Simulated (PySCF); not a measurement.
# BO: from the state search to spectroscopic constants

What are the lowest state that PBE0 finds, the bond length, vibrational wavenumber and bond energy of BO, and how much do these hang on the method?

Program: PySCF 2.14.0. Level of theory: B cc-pVTZ, O cc-pVTZ, no relativity. These are calculated values, not measurements.

## Step 1: The job

The job is set up so:

```
atoms                         : B, O
charge                        : 0
basis                         : B cc-pVTZ, O cc-pVTZ
Hamiltonian                   : no relativity
basis functions               : 60
electrons treated             : 13
masses in u                   : 11.0093, 15.9949
levels                        : PBE0, PBE, r²SCAN, r²SCAN0, B97-3, M06-2X, HSE06, HF, MP2, SCS-MP2, CCSD, CCSD(T)
grid                          : 80 radial by 434 angular points
occupations                   : held fixed by the projection of orbital angular momentum
dissociation limit            : B + O, each in its ground configuration
starting distance in angstrom : 1.415
values of 2S to try           : 1, 3
```

Started as:

```sh
$ OMP_NUM_THREADS=1 python dia.py task.json out
```

Further steps of the session: The PBE0 curve of the state that the search chose; Other states along the same grid; PBE (GGA); r²SCAN (meta-GGA); r²SCAN0 (hybrid meta-GGA); B97-3 (global hybrid GGA); M06-2X; HSE06 (range-separated hybrid); UHF; Correlated methods on the Hartree–Fock reference.

Q: Predict the outcome of this session. Wanted: for each run, Re; ωe; De; μ.

**Answer**, as computed:

Lowest PBE0 solution found, without spin–orbit coupling: ²Σ⁺ (doublet), unpaired electrons σ ↑. State 2 has its PBE0 minimum 5.55 eV higher. The other levels ran on the lowest alone.

| level | Re (Å) | ωe (cm⁻¹) | De (eV) | μ (D) |
| --- | --- | --- | --- | --- |
| UHF | 1.182 | 2081 | 5.81 | -2.74 |
| UHF-MP2 | 1.212 | 1911 | 8.81 | n/a |
| UHF-SCS-MP2 | 1.208 | 1947 | 8.41 | n/a |
| UHF-CCSD | 1.206 | 1929 | 7.83 | n/a |
| UHF-CCSD(T) | 1.213 | 1877 | 8.11 | n/a |
| PBE | 1.215 | 1848 | 9.00 | -2.09 |
| r²SCAN | 1.207 | 1899 | 8.74 | -2.26 |
| PBE0 | 1.202 | 1937 | 8.46 | -2.31 |
| r²SCAN0 | 1.197 | 1964 | 8.27 | -2.41 |
| B97-3 | 1.202 | 1938 | 8.48 | -2.30 |
| HSE06 | 1.201 | 1935 | 8.43 | -2.31 |
| M06-2X | 1.198 | 1974 | 8.60 | -2.45 |

De is counted to B + O in their ground configurations. A positive dipole means B(−)O(+).

**Reading.** The methods spread over 0.033 Å in bond length, from UHF to PBE. Among the levels with a De in the table, it runs from 5.81 eV (UHF) to 9.00 eV (PBE).

Correlated steps freeze 2 core orbitals. T1 is 0.029 near the minimum (highest on the curve 0.056), which may point to more than one leading configuration.
